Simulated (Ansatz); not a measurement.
SiH2SF (SMILES F[SiH2][S]): methods side by side

SiH2SF: 5 atoms, total charge 0, spin state doublet. SMILES: `F[SiH2][S]`. The coordinates come from a PBE0-D4/def2-TZVP relaxation.

```jsonl
{"atom": "F", "x (Å)": "-0.3243", "y (Å)": "-0.0233", "z (Å)": "1.5854"}
{"atom": "Si", "x (Å)": "0.0860", "y (Å)": "-0.0810", "z (Å)": "0.0445"}
{"atom": "S", "x (Å)": "-1.1480", "y (Å)": "1.0613", "z (Å)": "-1.2110"}
{"atom": "H", "x (Å)": "-0.0235", "y (Å)": "-1.4931", "z (Å)": "-0.3910"}
{"atom": "H", "x (Å)": "1.4597", "y (Å)": "0.4626", "z (Å)": "-0.0693"}
```

Each level gives the energy change with the Si2–H4 bond stretched from 1.482 to 3.705 Å (eV). The values are calculated.

```json
{"level": "USVWN5/STO-3G", "kind": "LDA", "program": "Ansatz", "value (eV)": "4.23", "less FCI/STO-3G": "+0.37", "CPU time (all runs)": "4.4 s"}
{"level": "UPBE/STO-3G", "kind": "GGA", "program": "Ansatz", "value (eV)": "3.92", "less FCI/STO-3G": "+0.06", "CPU time (all runs)": "9 s"}
{"level": "U-r2SCAN/STO-3G", "kind": "meta-GGA", "program": "Ansatz", "value (eV)": "4.21", "less FCI/STO-3G": "+0.35", "CPU time (all runs)": "29 s"}
{"level": "U-r2SCAN0/STO-3G", "kind": "hybrid meta-GGA", "program": "Ansatz", "value (eV)": "4.51", "less FCI/STO-3G": "+0.65", "CPU time (all runs)": "35 s"}
{"level": "U-wB97X/STO-3G", "kind": "range-separated hybrid", "program": "Ansatz", "value (eV)": "4.63", "less FCI/STO-3G": "+0.77", "CPU time (all runs)": "90 s"}
{"level": "UB2PLYP/STO-3G", "kind": "double hybrid", "program": "Ansatz", "value (eV)": "4.44", "less FCI/STO-3G": "+0.58", "CPU time (all runs)": "15 s"}
{"level": "UMP2/STO-3G", "kind": "perturbation theory", "program": "Ansatz", "value (eV)": "4.31", "less FCI/STO-3G": "+0.45", "CPU time (all runs)": "1.1 s"}
{"level": "UCCSD(T)/STO-3G", "kind": "coupled cluster or CI", "program": "Ansatz", "value (eV)": "3.92", "less FCI/STO-3G": "+0.06", "CPU time (all runs)": "1.7 s"}
{"level": "FCI/STO-3G", "kind": "exact in the basis", "program": "Ansatz", "value (eV)": "3.86", "less FCI/STO-3G": "0.00", "CPU time (all runs)": "50 s"}
```

FCI/STO-3G is exact within its basis and frozen core, so for wave-function methods in that basis the difference is their error; functionals converge differently with the basis, so for them it is only a difference. The first shape isn't each level's own minimum. The values span 3.86 to 4.63 eV. Spin contamination of the reference (⟨S²⟩ at least 0.1 too high) touches U-r2SCAN/STO-3G, U-r2SCAN0/STO-3G, U-wB97X/STO-3G, UB2PLYP/STO-3G, UMP2/STO-3G, UCCSD(T)/STO-3G. All rows use very small basis sets, so even the best lies far from the true value. CPU times are rough (shared hosts, several kinds of processor): they show what a rung costs within a factor of a few.
